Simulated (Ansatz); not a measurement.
bcc K, treated with rVV10 in Ansatz (PAW).

Run with plane-wave cutoff 520 eV, 16×16×16 k mesh, Fermi–Dirac smearing 0.05 eV, scalar-relativistic PAW data made under PBE.

Pressure at four volumes; x = ln(V/67.874 Å³). One pressure is withheld.

| V (Å³/atom) | x | P (GPa) |
|---|---|---|
| 63.801 | -0.0619 | ? |
| 65.159 | -0.0408 | 0.181 |
| 67.874 | 0.0000 | -0.003 |
| 71.946 | 0.0583 | -0.220 |

**Question.** Pass a parabola P(x) through the three rows shown, estimate the bulk modulus and its pressure derivative near zero pressure, and predict the withheld pressure.

**Answer.** Slopes between the rows: (-0.003 − (0.181))/(0.0000 − (-0.0408)) = -4.51 and (-0.220 − (-0.003))/(0.0583 − (0.0000)) = -3.72 GPa. Their difference over the span 0.0991 is c = 0.79/0.0991 = 8.0 GPa, so P(x) = 0.181 + (-4.51)(x − (-0.0408)) + 8.0 (x − (-0.0408))(x − (0.0000)). At the middle row B = −dP/dx = −[-4.51 + 8.0 × 0.0408] = 4.2 GPa, and B′ = dB/dP = 2c/B = 3.8. At x = -0.0619 the parabola gives 0.287 GPa; the run gives 0.287 GPa. The Birch–Murnaghan fit to the energies at all volumes has B0 = 4.17 GPa and B′ = 3.8.

Measured, for comparison: bulk modulus 3.75 GPa (corrected for temperature and zero-point phonon effects; as tabulated in Levämäki et al. (2014), arXiv:1402.3671). Computed (rounded) less measured: bulk modulus +11 %.

Ansatz is a quantum-chemistry and plane-wave program.
